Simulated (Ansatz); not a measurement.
```yaml
crystal:
  periodic: [false, false, false]
  atoms:
    - {symbol: Mo, position_ang: [-0.409984, 0.001247, -0.000276]}
    - {symbol: N, position_ang: [2.246806, -0.006832, 0.001514]}
    - {symbol: H, position_ang: [2.597651, -0.956440, 0.006687]}
    - {symbol: H, position_ang: [2.601442, 0.470639, 0.820743]}
    - {symbol: H, position_ang: [2.602523, 0.462078, -0.822173]}
basis:
  gaussian: {orbitals: def2-TZVP}
magnetization: {spin_polarized: true, initial_magnetization: 6}
hamiltonian: {xc: pbe0}
relax: {f_tol: 0.004, max_steps: 80}
```

```sh
$ ansatz run in.yaml --threads 1 --pin off --events-out ev --progress --plain --max-ram 2176MiB
```

Steps of the relaxation (energy above the last step; positions in Å, forces in eV/Å):

```
5
step 1, 3.6 meV
Mo   -0.410    0.001    0.000    0.058    0.000    0.000
N     2.247   -0.007    0.002   -0.266    0.001    0.000
H     2.598   -0.956    0.007    0.069    0.005    0.000
H     2.601    0.471    0.821    0.069   -0.003   -0.004
H     2.603    0.462   -0.822    0.069   -0.003    0.004
```

```
5
step 2, 1.1 meV
Mo   -0.395    0.001    0.000    0.029    0.000    0.000
N     2.237   -0.007    0.002   -0.168    0.001    0.000
H     2.596   -0.954    0.007    0.046   -0.016    0.000
H     2.600    0.469    0.818    0.046    0.008    0.013
H     2.601    0.461   -0.820    0.046    0.008   -0.013
```

```
5
step 3, 0.0 meV
Mo   -0.378    0.001    0.000   -0.006    0.000    0.000
N     2.224   -0.007    0.001    0.018    0.000    0.000
H     2.595   -0.951    0.007   -0.004    0.013    0.000
H     2.598    0.468    0.816   -0.004   -0.007   -0.012
H     2.600    0.460   -0.818   -0.004   -0.007    0.012
```

```
5
step 5, 0.0 meV
Mo   -0.382    0.001    0.000    0.000    0.000    0.000
N     2.225   -0.007    0.001    0.000    0.000    0.000
H     2.596   -0.951    0.007    0.000    0.001    0.000
H     2.599    0.468    0.816    0.000    0.000    0.000
H     2.600    0.459   -0.818    0.000    0.000    0.000
```

Close pairs at the end: N2–H3 1.014 Å, N2–H5 1.014 Å, N2–H4 1.014 Å, Mo1–N2 2.607 Å.

A stationary point of unrestricted PBE0 after 5 steps, with ⟨S²⟩ = 12.002 against 12.00 for a pure state; no frequencies were run, so it isn't proven a minimum. 17 s on 1 thread of Intel Xeon Platinum 8488C, shared host.
